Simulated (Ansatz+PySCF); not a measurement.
## singlet NaCl: levels of theory in one basis

```xyz
2

Na    0.0000    0.0000   -1.5333
Cl    0.0000    0.0000    0.9921
```

Basis set: def2-SVP (spherical functions). Correlated methods keep 6 orbitals frozen. Charge 0, multiplicity 1.

Computed with Ansatz (development build ahead of 0.2.0); each method stands on the lowest determinant of its kind that the runs found. NEVPT2 correlates all electrons. Active spaces start from the frontier orbitals, and the lowest solution found is given.

| method | E − E(RHF) (eV) | <S²> of the determinant |
| --- | --- | --- |
| RHF | 0.00 | 0.00 |
| RHF-CCSD | -4.10 | – |
| RHF-CCSD(T) | -4.15 | – |
| CASSCF(6,6) | -1.16 | – |
| SC-NEVPT2(6,6) | -3.91 | – |

**Question.** What does RHF-MP2 give on the same scale?

**Answer.** -3.77 eV.

**Question.** Is a single determinant a sound starting point here?

**Answer.** By this sign, yes. Unrestricted orbitals gain 0.00 eV and <S²> is 0.00 against 0.00 for a pure state. The CASSCF(6,6) natural occupations are 1.99, 1.99, 1.98, 0.01, 0.01, 0.01.
